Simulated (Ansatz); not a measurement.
**Worked example: NO, quartet against NO, doublet**

Geometry (PBE0/def2-TZVP stationary point of a doublet), kept for both states (NO, doublet: Π; NO, quartet: Σ⁻):

```yaml
atoms:
  - { symbol: N, position_ang: [0.0000, 0.0000, 0.0000] }
  - { symbol: O, position_ang: [0.0000, 0.0000, 1.1398] }
```

Basis cc-pVTZ; Ansatz 0.2.0. Only valence electrons are correlated (noble-gas cores frozen). R marks a restricted (for open shells ROHF) determinant, U an unrestricted one.

Full CI isn't at hand for all of this; UCCSDT(Q) serves as the reference, and is uncertain by about the last step of the cluster series.

Coupled cluster chose its determinant by trial CCSD, here up to 0.49 eV above the lowest Hartree–Fock solution of its kind, and MP2 stands on that determinant too.

```
    level  E(NO, doublet) (hartree)  E(NO, quartet) (hartree)
     UMP2               -129.693538               -129.451026
 UCCSD(T)               -129.716435               -129.478960
      PBE               -129.808318               -129.581170
   r2SCAN               -129.876000               -129.657349
UCCSDT(Q)               -129.718106               -129.480512
```

Q: Give the vertical gap, NO quartet less NO doublet, at each level in eV (1 hartree = 27.2114 eV), and each error against UCCSDT(Q).

A: UCCSDT(Q): (-129.480512 − (-129.718106)) × 27.2114 = 6.465 eV (the reference)
r2SCAN: (-129.657349 − (-129.876000)) × 27.2114 = 5.950 eV, error -0.515 eV
PBE: (-129.581170 − (-129.808318)) × 27.2114 = 6.181 eV, error -0.284 eV
UCCSD(T): (-129.478960 − (-129.716435)) × 27.2114 = 6.462 eV, error -0.003 eV
UMP2: (-129.451026 − (-129.693538)) × 27.2114 = 6.599 eV, error 0.134 eV

Total energies of functionals can't be set beside those of wave-function methods, since they hold the core's correlation and their own absolute errors; only the differences compare.

Each level lands on the state that its own search finds. T1 diagnostics of restricted CCSD: 0.022 and 0.038.
